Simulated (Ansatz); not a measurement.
Ansatz (a program for electronic structure) input (B3LYP-D3(BJ)/def2-TZVP):

Ansatz 0.2 input:
```yaml
crystal:
  periodic: [false, false, false]
  atoms:
    - {symbol: C, position_ang: [-1.27720608, -0.23016807, 0.01613846]}
    - {symbol: O, position_ang: [-1.08408415, -1.40908857, 0.00820066]}
    - {symbol: O, position_ang: [-0.35664058, 0.71764890, 0.01994177]}
    - {symbol: H, position_ang: [-2.27342072, 0.24336320, 0.02207744]}
    - {symbol: C, position_ang: [0.99945192, 0.27762138, 0.01339491]}
    - {symbol: H, position_ang: [1.61226906, 1.17450833, 0.03762124]}
    - {symbol: H, position_ang: [1.19663102, -0.34744441, 0.88616203]}
    - {symbol: H, position_ang: [1.20243572, -0.30247835, -0.88862767]}
basis:
  gaussian:
    orbitals: def2-TZVP
hamiltonian:
  xc: b3lyp
  dispersion: d3bj
relax: {f_tol: 0.002, max_steps: 150}
```

Output:

```
Functional definition: B3LYP
integrals: 0.05 GiB planned
838 factors; their error is unknown
mean field: 0.54 GiB planned
mean field evaluation 1: about -6229.6413 eV, gradient 5.9e1 eV
mean field evaluation 2: about -6221.3832 eV, gradient 9.0e1 eV
mean field evaluation 4: about -6235.8223 eV, gradient 6.1e0 eV
mean field evaluation 8: about -6235.8812 eV, gradient 4.5e-1 eV
mean field evaluation 16: about -6235.8814 eV, gradient 2.7e-5 eV
mean field -6235.88143635 eV, -229.1644159534 hartree, gradient 2.7e-5 eV, S^2 0.000000; 0 other end points of the search recorded, 0 dependent functions left out
the calculation of the forces begins
reference -6235.88165752 eV, -229.1644240816 hartree; 16, 16 occupied and 132, 132 virtual orbitals, 838 factors
relax step   1: F+E_penalty+E_count = -6236.06880760 eV  Δ(F+E_penalty+E_count) = +0.000e0 eV  max|allowed force component| = 7.946e-1 eV/Å  Δτ_max = 0.0000 Å  (27 SCF iters, accepted)
these checks for a lower state are left out or cut short: starts, cluster_reference, orbital_swaps, neighbouring_geometries, increment
integrals: 0.05 GiB planned
838 factors; their error is unknown
mean field: 0.54 GiB planned
mean field -6235.89051582 eV, -229.1647496179 hartree, gradient 7.6e-6 eV, S^2 0.000000; 0 other end points of the search recorded, 0 dependent functions left out
the calculation of the forces begins
reference -6235.89073649 eV, -229.1647577274 hartree; 16, 16 occupied and 132, 132 virtual orbitals, 838 factors
relax step   2: F+E_penalty+E_count = -6236.07743941 eV  Δ(F+E_penalty+E_count) = -8.632e-3 eV  max|allowed force component| = 3.361e-1 eV/Å  Δτ_max = 0.0096 Å  (33 SCF iters, accepted)
these checks for a lower state are left out or cut short: starts, cluster_reference, orbital_swaps, neighbouring_geometries, increment
integrals: 0.05 GiB planned
838 factors; their error is unknown
mean field: 0.54 GiB planned
mean field -6235.89267922 eV, -229.1648291215 hartree, gradient 8.1e-6 eV, S^2 0.000000; 0 other end points of the search recorded, 0 dependent functions left out
the calculation of the forces begins
reference -6235.89289944 eV, -229.1648372145 hartree; 16, 16 occupied and 132, 132 virtual orbitals, 838 factors
relax step   3: F+E_penalty+E_count = -6236.07946064 eV  Δ(F+E_penalty+E_count) = -2.021e-3 eV  max|allowed force component| = 6.938e-2 eV/Å  Δτ_max = 0.0070 Å  (34 SCF iters, accepted)
these checks for a lower state are left out or cut short: starts, cluster_reference, orbital_swaps, neighbouring_geometries, increment
integrals: 0.05 GiB planned
838 factors; their error is unknown
mean field: 0.54 GiB planned
mean field evaluation 32: about -6235.8971 eV, gradient 1.7e-3 eV
mean field -6235.89260620 eV, -229.1648264379 hartree, gradient 8.4e-6 eV, S^2 0.000000; 0 other end points of the search recorded, 0 dependent functions left out
the calculation of the forces begins
reference -6235.89282629 eV, -229.1648345263 hartree; 16, 16 occupied and 132, 132 virtual orbitals, 838 factors
relax step   4: F+E_penalty+E_count = -6236.07949763 eV  Δ(F+E_penalty+E_count) = -3.698e-5 eV  max|allowed force component| = 1.017e-1 eV/Å  Δτ_max = 0.0071 Å  (33 SCF iters, accepted)
these checks for a lower state are left out or cut short: starts, cluster_reference, orbital_swaps, neighbouring_geometries, increment
integrals: 0.05 GiB planned
838 factors; their error is unknown
mean field: 0.54 GiB planned
mean field -6235.89271431 eV, -229.1648304110 hartree, gradient 8.2e-6 eV, S^2 0.000000; 0 other end points of the search recorded, 0 dependent functions left out
the calculation of the forces begins
reference -6235.89293443 eV, -229.1648385002 hartree; 16, 16 occupied and 132, 132 virtual orbitals, 838 factors
relax step   5: F+E_penalty+E_count = -6236.07954061 eV  Δ(F+E_penalty+E_count) = -4.298e-5 eV  max|allowed force component| = 7.082e-2 eV/Å  Δτ_max = 0.0053 Å  (34 SCF iters, accepted)
these checks for a lower state are left out or cut short: starts, cluster_reference, orbital_swaps, neighbouring_geometries, increment
integrals: 0.05 GiB planned
838 factors; their error is unknown
mean field: 0.54 GiB planned
mean field -6235.89281805 eV, -229.1648342232 hartree, gradient 8.3e-6 eV, S^2 0.000000; 0 other end points of the search recorded, 0 dependent functions left out
the calculation of the forces begins
reference -6235.89303813 eV, -229.1648423113 hartree; 16, 16 occupied and 132, 132 virtual orbitals, 838 factors
relax step   6: F+E_penalty+E_count = -6236.07973818 eV  Δ(F+E_penalty+E_count) = -1.976e-4 eV  max|allowed force component| = 7.736e-3 eV/Å  Δτ_max = 0.0046 Å  (33 SCF iters, accepted)
these checks for a lower state are left out or cut short: starts, cluster_reference, orbital_swaps, neighbouring_geometries, increment
integrals: 0.05 GiB planned
838 factors; their error is unknown
mean field: 0.54 GiB planned
mean field -6235.89282694 eV, -229.1648345500 hartree, gradient 8.3e-6 eV, S^2 0.000000; 0 other end points of the search recorded, 0 dependent functions left out
the calculation of the forces begins
reference -6235.89304703 eV, -229.1648426381 hartree; 16, 16 occupied and 132, 132 virtual orbitals, 838 factors
relax step   7: F+E_penalty+E_count = -6236.07974417 eV  Δ(F+E_penalty+E_count) = -5.997e-6 eV  max|allowed force component| = 2.710e-3 eV/Å  Δτ_max = 0.0025 Å  (34 SCF iters, accepted)
these checks for a lower state are left out or cut short: starts, cluster_reference, orbital_swaps, neighbouring_geometries, increment
integrals: 0.05 GiB planned
838 factors; their error is unknown
mean field: 0.54 GiB planned
mean field evaluation 64: about -6235.8928 eV, gradient 8.2e-6 eV
mean field -6235.89283033 eV, -229.1648346747 hartree, gradient 8.3e-6 eV, S^2 0.000000; 0 other end points of the search recorded, 0 dependent functions left out
the calculation of the forces begins
reference -6235.89305042 eV, -229.1648427629 hartree; 16, 16 occupied and 132, 132 virtual orbitals, 838 factors
relax step   8: F+E_penalty+E_count = -6236.07974518 eV  Δ(F+E_penalty+E_count) = -1.004e-6 eV  max|allowed force component| = 5.756e-4 eV/Å  Δτ_max = 0.0012 Å  (34 SCF iters, accepted)
integrals: 0.05 GiB planned
838 factors; their error is unknown
mean field: 0.54 GiB planned
mean field -6235.89283033 eV, -229.1648346747 hartree, gradient 8.3e-6 eV, S^2 0.000000; 1 other end points of the search recorded, 0 dependent functions left out
the calculation of the forces begins
reference -6235.89305042 eV, -229.1648427629 hartree; 16, 16 occupied and 132, 132 virtual orbitals, 838 factors
Total energy: -6236.07996527 eV, -229.1717117568 hartree
Atom 0 at    -1.290244    -0.228664     0.014504 Å, force    -0.000156    -0.000494    -0.000039 eV/Å
Atom 1 at    -1.083634    -1.409544    -0.005176 Å, force     0.000127     0.000576    -0.000105 eV/Å
Atom 2 at    -0.357790     0.729973     0.027035 Å, force     0.000186    -0.000253     0.000068 eV/Å
Atom 3 at    -2.284705     0.236741     0.025137 Å, force    -0.000070     0.000158     0.000035 eV/Å
Atom 4 at     1.007921     0.273653     0.015359 Å, force     0.000130     0.000090     0.000010 eV/Å
Atom 5 at     1.616090     1.173017     0.029351 Å, force    -0.000232    -0.000018    -0.000071 eV/Å
Atom 6 at     1.208337    -0.341096     0.891757 Å, force     0.000053     0.000032     0.000184 eV/Å
Atom 7 at     1.203461    -0.310118    -0.883059 Å, force    -0.000038    -0.000092    -0.000083 eV/Å
Dipole moment:     0.205466     0.349142     0.004984 e Å
```
